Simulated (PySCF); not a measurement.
Bonds (- single, = double, # triple, : aromatic): C1-C2 1.521 Å, C2-C3 1.521 Å. C1 carries H4, H5, H6; C2 carries H7, H8; C3 carries H9, H10, H11.

Geometry: PBE0-D3(BJ)/def2-SVP; GIAO shifts from PySCF, gas phase, non-relativistic, averaged over equivalent atoms.

At PBE0/6-31G* (58 basis functions, 2.7 s wall time on 1 thread of an AMD EPYC 7B13, shared host):
```json
{"atoms": "C2", "δ (ppm)": "17.9"}
{"atoms": "C1/C3", "δ (ppm)": "17.2"}
{"atoms": "H7/H8", "δ (ppm)": "1.47"}
{"atoms": "H4/H5/H6/H9/H10/H11", "δ (ppm)": "0.99"}
```

Chemical shifts δ = σref − σ; TMS for ¹³C (194.14 ppm), ¹H (31.96 ppm), all at this level.

Q: What do these become at OPBE/pcSseg-2?

A: 
```csv
atoms,δ at OPBE/pcSseg-2,change
C2,22.1,+4.2
C1/C3,18.8,+1.6
H7/H8,1.42,-0.05
H4/H5/H6/H9/H10/H11,0.91,-0.08
```

Scale: TMS for ¹³C (184.41 ppm) and ¹H (31.20 ppm) (reference shieldings calculated alike).

The largest change is at C2 (sp3 CH2). Cost: 220 basis functions, 18 s wall time on 1 thread of an Arm Neoverse V2, shared host.
